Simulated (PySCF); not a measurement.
Coordinates in bohr (charge 1 multiplicity 1):
```
Cl    0.0000    0.0000    0.0000
H     0.0000    0.0000    2.6053
H     0.0000    0.0000   -2.6053
H     2.6053    0.0000    0.0000
H     0.0000    2.6053    0.0000
H    -2.6053    0.0000    0.0000
H     0.0000   -2.6053    0.0000
```

All numbers come from PBE0 in PySCF with Cl def2-TZVP, H def2-TZVP; no relativity; density-fitted integrals.

This geometry of ClH₆⁺ is a stationary point at this level.

What is the point group?

Oh.

Is it a minimum?

Yes: all harmonic wavenumbers are real.

Which band is strongest in the infrared?

2193 cm⁻¹ (t1u), 613 km/mol.

What are the dipole moment and the gap between the highest occupied and lowest empty levels?

0.00 D about the centre of mass and 6.05 eV.

Give the atomic charges and bond orders.


```json
{"atom": "Cl1", "Mulliken": "-0.02", "Löwdin": "0.68", "polar tensor": "1.58", "Mayer order to Cl1": "–"}
{"atom": "H2,3,4,5,6,7", "Mulliken": "0.17", "Löwdin": "0.05", "polar tensor": "-0.10", "Mayer order to Cl1": "0.72"}
```

Only a few start shapes were tried, so a lower isomer may exist.
